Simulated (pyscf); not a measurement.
`[OH][GeH2][Cl]` + `[H][H]` → `[Cl][GeH3]` + `[OH2]`, a four-centre exchange (singlet surface; Ge–O, H–H broken, Ge–H, H–O formed). Single points on ωB97X-D3(BJ)/def2-SVP structures (PySCF, gas phase). Energies in kcal/mol from the separated reactants.

AM1 to PM7: differences of heats of formation from MOPAC, which are fitted to 298 K values and so differ in kind from electronic energies by zero-point and thermal terms. 

Question: Quick PM3 single points give ΔE‡ = 75.8 kcal/mol and ΔE = +29.3 kcal/mol. What does ωB97M-D3(BJ)/def2-TZVP give, and how far is the quick result from it?

Answer: ωB97M-D3(BJ)/def2-TZVP gives ΔE‡ = 43.5 kcal/mol and ΔE = +3.8 kcal/mol. PM3 lies 32.3 kcal/mol over it in the barrier and 25.5 kcal/mol over it in the reaction energy, so on this step it does not hold to within 3.0 kcal/mol. ωB97M-D3(BJ)/def2-TZVP has limits of its own. On the product side the descent ends in a complex, 4.4 kcal/mol under the separated species and 43.8 kcal/mol under the saddle at ωB97X-D3(BJ)/def2-TZVP. One saddle was located; it need not be the lowest between these sides. In the def2 sets elements up to Kr have no core potential.
